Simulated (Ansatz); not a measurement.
Relaxing Y₃Ga₂

These are results of DFT PBE, scalar-relativistic, plane waves, PAW (Ansatz 0.2.0), not measurements. Cutoff 420 eV, Γ-centred k mesh, Gaussian smearing, no spin polarisation in the final step.

A relaxed cell is given with its space group left out.

```
CELL_PARAMETERS angstrom
-5.83585 5.83585 7.45261
5.83585 -5.83585 7.45261
5.83585 5.83585 -7.45261
ATOMIC_POSITIONS crystal
Y 0.14599 0.64599 0.50000
Y 0.64599 0.14599 0.50000
Y 0.85401 0.35401 0.50000
Y 0.35401 0.85401 0.50000
Y 0.66887 0.16887 0.83774
Y 0.33113 0.83113 0.16226
Y 0.16887 0.33113 0.50000
Y 0.83113 0.66887 0.50000
Y 0.06673 0.93177 0.27044
Y 0.66132 0.79629 0.72956
Y 0.56673 0.29629 0.13497
Y 0.16132 0.43177 0.86503
Y 0.79629 0.06673 0.13497
Y 0.93177 0.66132 0.86503
Y 0.43177 0.56673 0.27044
Y 0.29629 0.16132 0.72956
Y 0.93327 0.06823 0.72956
Y 0.33868 0.20371 0.27044
Y 0.43327 0.70371 0.86503
Y 0.83868 0.56823 0.13497
Y 0.20371 0.93327 0.86503
Y 0.06823 0.33868 0.13497
Y 0.56823 0.43327 0.72956
Y 0.70371 0.83868 0.27044
Ga 0.75000 0.75000 0.00000
Ga 0.25000 0.25000 0.00000
Ga 0.00000 0.00000 0.00000
Ga 0.50000 0.50000 0.00000
Ga 0.11783 0.61783 0.73566
Ga 0.88217 0.38217 0.26434
Ga 0.61783 0.88217 0.50000
Ga 0.38217 0.11783 0.50000
Ga 0.87852 0.37852 0.85534
Ga 0.52318 0.02318 0.14466
Ga 0.37852 0.52318 0.50000
Ga 0.02318 0.87852 0.50000
Ga 0.12148 0.62148 0.14466
Ga 0.47682 0.97682 0.85534
Ga 0.62148 0.47682 0.50000
Ga 0.97682 0.12148 0.50000
```

Energies over the elements count from the elements' standard structures at the same level, with no empirical corrections.

Q: What space group does it have?

A: I4/mcm (No. 140). Conventional cell: a = 11.672 Å, c = 14.905 Å. Around Y on Wyckoff site g (4 atoms of the primitive cell) lie 4 Ga at 2.92–3.04 Å, 1 Y at 3.10 Å, 6 Y at 3.54–3.56 Å and 2 Ga at 3.72 Å; Y on Wyckoff site h (4 atoms of the primitive cell) has 2 Ga at 3.00 Å, 3 Ga at 3.40–3.52 Å and 10 Y at 3.54–3.74 Å; Y on Wyckoff site m (16 atoms of the primitive cell) has 6 Ga at 2.97–3.33 Å (next Y at 3.53 Å); Ga on Wyckoff site a (2 atoms of the primitive cell) has 8 Y at 3.02 Å.

Q: What is its formation energy per atom?

A: -0.58 eV/atom.

Q: Is it a metal?

A: Yes, bands cross the Fermi level on the 6×6×6 mesh.

The final run used a 6×6×6 mesh on its 40-atom cell and 0.10 eV smearing. The k mesh leaves about 4 meV/atom of noise in metals.

Cost: 2 runs of about 59 core-minutes in all, on Intel Xeon Platinum 8488C (Sapphire Rapids) (shared hosts).